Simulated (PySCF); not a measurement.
## Where does 1,3-butadiyne take a proton?

System: 1,3-butadiyne, `C#CC#C` (C4H2). Numbering: `[CH:1]#[C:2][C:3]#[CH:4]`

Level of theory: PBE0-D3(BJ)/def2-TZVP single points in PySCF, grid level 2; every species was optimised with PBE0-D3(BJ)/def2-SVP. Zero-point and thermal terms (298.15 K, 1 bar) come from unscaled PBE0-D3(BJ)/def2-SVP harmonic frequencies, with soft modes damped to free rotors in the entropy.

```csv
site,product,PA / kJ/mol,GB / kJ/mol
C1 (alkyne carbon),C#C[C+]=C,749,724
```

PA is −ΔH and GB is −ΔG of B + H⁺ → BH⁺ in the gas phase. Sites whose products fell apart, merged with another or lost in a GFN2-xTB screen aren't listed.

In acetonitrile the product from C1 is solvated 228 kJ/mol more strongly than the parent (electrostatics only).

Measured values (NIST Chemistry WebBook, evaluated or the median of agreeing entries): proton affinity (−ΔH) 737 kJ/mol (computed 749, difference 12); gas-phase basicity (−ΔG) 713 kJ/mol (computed 724, difference 11).

Note: protonation at a multiple bond is drawn as the open cation; a hydrogen-bridged form may lie lower, and the ion may have rearranged by a hydride shift.

Structures, frequencies and single points took 2.5 min of wall time on 1 thread of Arm Neoverse V2 (shared host), launched as `OMP_NUM_THREADS=1 python redox_run.py task.json out`.
